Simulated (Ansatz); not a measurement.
Consider the substitution at a C–C bond: `CCCOCCC` + `CC(=N)N` → `C/N=C(\C)N` + `CCCOCC`.

Isolated molecules relaxed with PBE0-D4/def2-TZVP in Ansatz; ΔE leaves out vibrations. CCSD(T)/CBS is the MP2 limit (def2-TZVPP, def2-QZVPP) plus CCSD(T) − MP2 in def2-TZVPP, frozen cores. Each species was taken in one conformer, which may not be the lowest.

`CCCOCCC`:

Z-matrix (Å, degrees):
```
C
C 1 1.519
H 1 1.094 2 111.2
H 1 1.094 2 111.3 3 119.8
H 1 1.092 2 111.4 3 -120.1
C 2 1.519 1 111.5 3 -59.6
H 2 1.095 1 110.4 3 61.0
H 2 1.094 1 109.6 3 178.4
O 6 1.406 2 114.3 1 175.4
H 6 1.102 2 109.8 1 -60.5
H 6 1.094 2 109.4 1 57.0
C 9 1.405 6 114.3 2 74.9
C 12 1.511 9 109.0 6 173.2
H 12 1.103 9 109.9 6 52.4
H 12 1.100 9 111.1 6 -65.9
C 13 1.518 12 112.1 9 179.6
H 13 1.094 12 108.5 9 57.5
H 13 1.094 12 108.6 9 -58.0
H 16 1.092 13 111.2 12 -179.9
H 16 1.094 13 111.4 12 60.1
H 16 1.094 13 111.4 12 -60.0
```

`CC(=N)N`:

```xyz
10

C     0.810    0.937   -0.175
C    -0.370    0.045    0.060
N    -1.495    0.554    0.366
N    -0.113   -1.293   -0.140
H     0.507    1.973   -0.044
H     1.616    0.708    0.529
H     1.202    0.799   -1.186
H    -2.209   -0.163    0.492
H    -0.790   -1.956    0.199
H     0.842   -1.604   -0.101
```

`C/N=C(\C)N`:

Cartesian coordinates in Å:
```
C -1.357 0.807 -0.947
N 0.028 0.441 -1.087
C 0.596 -0.164 -0.125
C -0.046 -0.509 1.189
N 1.888 -0.608 -0.283
H -1.675 1.357 -1.834
H -2.017 -0.067 -0.852
H -1.547 1.451 -0.077
H -0.905 -1.164 1.024
H 0.642 -1.016 1.866
H -0.421 0.394 1.677
H 2.356 -0.234 -1.094
H 2.457 -0.689 0.542
```

`CCCOCC`:

Cartesian coordinates in Å:
```
C -0.055 -1.216 -2.581
C -0.345 -0.937 -1.117
C 0.824 -0.242 -0.440
O 0.659 -0.044 0.941
C -0.223 1.000 1.275
C -0.186 1.200 2.769
H 0.827 -1.853 -2.696
H 0.134 -0.290 -3.132
H -0.893 -1.722 -3.065
H -1.246 -0.323 -1.032
H -0.547 -1.871 -0.583
H 1.025 0.720 -0.938
H 1.723 -0.857 -0.548
H -1.247 0.767 0.951
H 0.080 1.922 0.753
H 0.824 1.454 3.097
H -0.861 2.006 3.062
H -0.493 0.287 3.284
```

```
     species  SCS-MP2/def2-QZVPP energy (Eh)
   `CCCOCCC`                      -311.73801
   `CC(=N)N`                      -189.01408
`C/N=C(\C)N`                      -228.24001
    `CCCOCC`                      -272.50155
```

(1) Work out ΔE.

Largest T1 diagnostic among the species: 0.012.

Results:

(1) ΔE = (-228.24001) + (-272.50155) − (-311.73801) − (-189.01408) = 0.01053 Eh = +27.6 kJ/mol. CCSD(T)/CBS gives +28.4 kJ/mol.

In def2-TZVPP, CCSD(T) changes the Hartree–Fock value by −4.2 kJ/mol (the triples alone add −1.4 kJ/mol) and MP2 by −5.0 kJ/mol.
